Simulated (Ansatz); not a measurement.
`CN1C=C1` and `C=CN1C=C1` differ in one atom or group.

Ansatz, PBE0-D4/def2-TZVP geometries, multiplicity 1. Each molecule was computed in one conformer, which needn't be the lowest.

```
                                          property  `CN1C=C1`
  size of the dipole moment (B3LYP/def2-TZVPP) / D       1.55
                LUMO energy (PBE0/def2-TZVPP) / eV      -0.22
             LUMO energy (ωB97M-V/def2-TZVPP) / eV       1.94
                 HOMO energy (PBE/def2-TZVPP) / eV      -4.63
size of the dipole moment (ωB97M-V/def2-TZVPP) / D       1.59
           HOMO–LUMO gap (ωB97M-V/def2-TZVPP) / eV      10.16
```

**Question.** What does the change do to each property? (Estimate.)

**Answer.** Computed: 
```
                                          property  `C=CN1C=C1`  shift
  size of the dipole moment (B3LYP/def2-TZVPP) / D         1.68   0.13
                LUMO energy (PBE0/def2-TZVPP) / eV        -0.46  -0.24
             LUMO energy (ωB97M-V/def2-TZVPP) / eV         1.69  -0.25
                 HOMO energy (PBE/def2-TZVPP) / eV        -4.86  -0.23
size of the dipole moment (ωB97M-V/def2-TZVPP) / D         1.71   0.12
           HOMO–LUMO gap (ωB97M-V/def2-TZVPP) / eV        10.02  -0.14
```

With PBE0 the HOMO falls by 0.16 eV and the LUMO falls by 0.24 eV, so the gap narrows by about 0.08 eV. PBE moves the HOMO by -0.23 eV and ωB97M-V by -0.11 eV. The zero-point energy changes by 13.1 kJ/mol with +3 modes. Dipoles are sizes alone; their direction can turn.

B3LYP here is the variant with VWN-RPA as its local correlation; programs differ in this.
